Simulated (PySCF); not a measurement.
Record of a relaxation.

Compound: C3H9P.
SMILES with atom numbers: `[CH3:1][P:2]([CH3:3])[CH3:4]` (hydrogens: H5, H6, H7 on C1; H8, H9, H10 on C3; H11, H12, H13 on C4)

Method: PySCF, PBE0-D3(BJ)/def2-SVP geometry optimisation, gas phase; density fitting, grid level 1; the optimiser is geomeTRIC in internal coordinates, started from a GFN2-xTB structure with every atom displaced at random (about 0.01 Å). The frame can shift and turn from step to step; on so coarse a grid that alone can change the energy by a few meV, and forces under 0.02 eV/Å are noise.

Step 0: E = -12534.2640 eV, largest atomic force 2.684 eV/Å
```
atom  x, y, z in Å  |  force x, y, z in eV/Å
C1     -0.396    1.505    0.388   -0.722   0.358  -0.103
P2     -0.214   -0.211    0.996    0.297  -0.082  -0.081
C3      1.491   -0.495    0.359    0.452   0.371   0.849
C4     -1.093   -1.065   -0.365   -2.358   0.157   1.272
H5     -0.146    1.609   -0.678    0.122  -0.004  -0.081
H6      0.206    2.199    0.973    0.308   0.178   0.186
H7     -1.445    1.829    0.514    0.054  -0.039  -0.005
H8      1.617   -0.208   -0.686   -0.025   0.021  -0.367
H9      1.760   -1.540    0.504    0.115  -0.443  -0.090
H10     2.206    0.093    0.970   -0.144  -0.096  -0.166
H11    -0.797   -0.738   -1.334    0.524   0.371  -1.261
H12    -0.967   -2.140   -0.264    0.073  -0.476  -0.045
H13    -2.218   -0.853   -0.267    1.305  -0.317  -0.107
```

Step 1: E = -12534.3583 eV, largest atomic force 0.392 eV/Å
```
atom  x, y, z in Å  |  force x, y, z in eV/Å
C1     -0.478    1.539    0.373    0.161  -0.026   0.021
P2     -0.174   -0.185    0.974   -0.015   0.026   0.058
C3      1.548   -0.428    0.340   -0.088  -0.055  -0.106
C4     -1.105   -1.128   -0.316    0.191  -0.076  -0.215
H5     -0.214    1.661   -0.691   -0.011   0.013  -0.010
H6      0.118    2.249    0.970   -0.031  -0.027  -0.021
H7     -1.536    1.795    0.509   -0.107   0.025   0.019
H8      1.638   -0.186   -0.733    0.015  -0.016   0.018
H9      1.854   -1.476    0.496   -0.018   0.056  -0.006
H10     2.241    0.210    0.904    0.053   0.048   0.053
H11    -0.946   -0.724   -1.341   -0.183  -0.114   0.328
H12    -0.754   -2.170   -0.302    0.081  -0.065  -0.017
H13    -2.174   -1.176   -0.063   -0.047   0.211  -0.122
```

Step 2: E = -12534.3688 eV, largest atomic force 0.127 eV/Å
```
atom  x, y, z in Å  |  force x, y, z in eV/Å
C1     -0.477    1.536    0.376   -0.017  -0.015  -0.001
P2     -0.173   -0.187    0.977    0.018  -0.001   0.004
C3      1.546   -0.425    0.336   -0.001   0.026  -0.013
C4     -1.098   -1.136   -0.315    0.057  -0.114   0.007
H5     -0.217    1.661   -0.689   -0.009   0.004   0.001
H6      0.117    2.246    0.972   -0.003  -0.003   0.004
H7     -1.539    1.791    0.514    0.002   0.008   0.001
H8      1.636   -0.185   -0.737    0.001  -0.001   0.004
H9      1.855   -1.470    0.493    0.007  -0.001   0.003
H10     2.240    0.216    0.901    0.003  -0.007  -0.001
H11    -0.940   -0.739   -1.333   -0.030   0.001   0.030
H12    -0.760   -2.184   -0.294   -0.009   0.027   0.009
H13    -2.173   -1.142   -0.082   -0.019   0.077  -0.046
```

Step 3: E = -12534.3715 eV, largest atomic force 0.075 eV/Å
```
atom  x, y, z in Å  |  force x, y, z in eV/Å
C1     -0.481    1.531    0.377   -0.039  -0.005   0.002
P2     -0.168   -0.191    0.978    0.022  -0.016  -0.010
C3      1.551   -0.422    0.333    0.006   0.030   0.004
C4     -1.094   -1.140   -0.313   -0.012  -0.031   0.050
H5     -0.229    1.659   -0.689   -0.001   0.000   0.001
H6      0.112    2.242    0.972    0.006   0.005   0.003
H7     -1.544    1.784    0.522    0.015  -0.003   0.001
H8      1.639   -0.182   -0.739   -0.003   0.002  -0.003
H9      1.863   -1.466    0.490    0.003  -0.009   0.001
H10     2.245    0.220    0.898   -0.007  -0.007  -0.005
H11    -0.924   -0.753   -1.330    0.040   0.017  -0.061
H12    -0.779   -2.195   -0.280   -0.032   0.012   0.013
H13    -2.174   -1.107   -0.100    0.001   0.005   0.003
```

Step 4: E = -12534.3734 eV, largest atomic force 0.081 eV/Å
```
atom  x, y, z in Å  |  force x, y, z in eV/Å
C1     -0.486    1.526    0.380   -0.037   0.005   0.006
P2     -0.164   -0.194    0.979    0.019  -0.025  -0.011
C3      1.555   -0.418    0.329    0.011   0.020   0.011
C4     -1.091   -1.144   -0.312   -0.036   0.047   0.025
H5     -0.242    1.657   -0.687    0.003  -0.002   0.000
H6      0.108    2.238    0.972    0.007   0.004  -0.001
H7     -1.548    1.775    0.533    0.013  -0.005   0.001
H8      1.640   -0.175   -0.743   -0.003   0.003  -0.004
H9      1.872   -1.461    0.483    0.000  -0.007  -0.002
H10     2.248    0.224    0.894   -0.007  -0.004  -0.005
H11    -0.897   -0.772   -1.330    0.057  -0.001  -0.057
H12    -0.806   -2.205   -0.260   -0.030  -0.006   0.013
H13    -2.172   -1.071   -0.119    0.005  -0.030   0.024
```

Step 5: E = -12534.3751 eV, largest atomic force 0.090 eV/Å
```
atom  x, y, z in Å  |  force x, y, z in eV/Å
C1     -0.494    1.520    0.385   -0.017   0.012   0.008
P2     -0.157   -0.200    0.979    0.005  -0.022  -0.003
C3      1.561   -0.411    0.323    0.007   0.005   0.009
C4     -1.087   -1.147   -0.311   -0.027   0.084  -0.017
H5     -0.261    1.654   -0.684    0.002  -0.003   0.000
H6      0.104    2.234    0.972    0.005   0.002  -0.004
H7     -1.555    1.764    0.550    0.005  -0.005   0.001
H8      1.640   -0.162   -0.748   -0.002   0.003  -0.003
H9      1.883   -1.454    0.470   -0.002  -0.002  -0.004
H10     2.252    0.231    0.890   -0.004   0.000  -0.002
H11    -0.853   -0.806   -1.333    0.037  -0.020  -0.018
H12    -0.848   -2.218   -0.228   -0.015  -0.017   0.008
H13    -2.168   -1.025   -0.147    0.005  -0.038   0.026
```

Step 6: E = -12534.3757 eV, largest atomic force 0.050 eV/Å
```
atom  x, y, z in Å  |  force x, y, z in eV/Å
C1     -0.498    1.518    0.389   -0.002   0.008   0.004
P2     -0.154   -0.202    0.978   -0.003  -0.010   0.000
C3      1.563   -0.407    0.320    0.003  -0.002   0.003
C4     -1.085   -1.149   -0.312   -0.005   0.046  -0.020
H5     -0.270    1.653   -0.682    0.000  -0.002   0.000
H6      0.103    2.232    0.973    0.002  -0.001  -0.003
H7     -1.558    1.759    0.560   -0.001  -0.002   0.001
H8      1.640   -0.152   -0.750    0.000   0.002   0.000
H9      1.888   -1.449    0.461   -0.001   0.001  -0.004
H10     2.253    0.235    0.889   -0.001   0.001   0.000
H11    -0.830   -0.827   -1.336    0.009  -0.014   0.004
H12    -0.868   -2.223   -0.211   -0.002  -0.011   0.004
H13    -2.166   -1.009   -0.160    0.001  -0.017   0.011
```

Step 7: E = -12534.3758 eV, largest atomic force under 0.02 eV/Å
```
atom  x, y, z in Å  |  force x, y, z in eV/Å
C1     -0.500    1.518    0.391    0.001   0.002   0.001
P2     -0.154   -0.203    0.978   -0.004  -0.001   0.000
C3      1.563   -0.405    0.319    0.001  -0.001   0.000
C4     -1.083   -1.149   -0.313    0.003   0.008  -0.006
H5     -0.274    1.653   -0.680   -0.002  -0.001   0.000
H6      0.102    2.232    0.973    0.000  -0.001  -0.001
H7     -1.560    1.759    0.563   -0.001   0.000   0.001
H8      1.640   -0.146   -0.750    0.000   0.002   0.000
H9      1.889   -1.447    0.457    0.000   0.001  -0.002
H10     2.253    0.236    0.889    0.001   0.000   0.001
H11    -0.823   -0.834   -1.338   -0.002  -0.003   0.004
H12    -0.870   -2.224   -0.207    0.003  -0.002   0.001
H13    -2.165   -1.009   -0.163    0.000  -0.002   0.000
```

Problem. Summarise the path.

Solution. The energy falls by 0.1118 eV from step 0 to step 7; nine tenths of that is first reached at step 2. It falls at every step. The largest force goes from 2.684 to under 0.02 eV/Å. Among the bonds C4–H13 changes most, from 1.149 to 1.101 Å; the atoms move by 0.041 Å rms after alignment.

Problem. Follow the three bonds and two angles with the largest change from start to end.

Solution. 
```json
{"step": "0", "E above end (eV)": "0.1118", "largest force (eV/Å)": "2.684", "C4–H13 (Å)": "1.149", "C4–H11 (Å)": "1.064", "C1–P2 (Å)": "1.829", "C3–P2–C4 (°)": "96.6", "C1–P2–C3 (°)": "97.0"}
{"step": "1", "E above end (eV)": "0.0175", "largest force (eV/Å)": "0.392", "C4–H13 (Å)": "1.100", "C4–H11 (Å)": "1.113", "C1–P2 (Å)": "1.851", "C3–P2–C4 (°)": "99.3", "C1–P2–C3 (°)": "99.4"}
{"step": "2", "E above end (eV)": "0.0070", "largest force (eV/Å)": "0.127", "C4–H13 (Å)": "1.100", "C4–H11 (Å)": "1.103", "C1–P2 (Å)": "1.851", "C3–P2–C4 (°)": "99.0", "C1–P2–C3 (°)": "99.2"}
{"step": "3", "E above end (eV)": "0.0042", "largest force (eV/Å)": "0.075", "C4–H13 (Å)": "1.101", "C4–H11 (Å)": "1.101", "C1–P2 (Å)": "1.850", "C3–P2–C4 (°)": "99.1", "C1–P2–C3 (°)": "99.2"}
{"step": "4", "E above end (eV)": "0.0024", "largest force (eV/Å)": "0.081", "C4–H13 (Å)": "1.101", "C4–H11 (Å)": "1.101", "C1–P2 (Å)": "1.850", "C3–P2–C4 (°)": "99.1", "C1–P2–C3 (°)": "99.3"}
{"step": "5", "E above end (eV)": "0.0006", "largest force (eV/Å)": "0.090", "C4–H13 (Å)": "1.101", "C4–H11 (Å)": "1.102", "C1–P2 (Å)": "1.850", "C3–P2–C4 (°)": "99.3", "C1–P2–C3 (°)": "99.3"}
{"step": "6", "E above end (eV)": "0.0001", "largest force (eV/Å)": "0.050", "C4–H13 (Å)": "1.101", "C4–H11 (Å)": "1.103", "C1–P2 (Å)": "1.850", "C3–P2–C4 (°)": "99.3", "C1–P2–C3 (°)": "99.3"}
{"step": "7", "E above end (eV)": "0.0000", "largest force (eV/Å)": "under 0.02", "C4–H13 (Å)": "1.101", "C4–H11 (Å)": "1.103", "C1–P2 (Å)": "1.850", "C3–P2–C4 (°)": "99.3", "C1–P2–C3 (°)": "99.3"}
```

The cost below is that of the whole optimisation. On Arm Neoverse V2, one thread, shared host with 32 logical CPUs at a one-minute load of 10, this took 21 s and 0.44 GiB of memory at its peak.
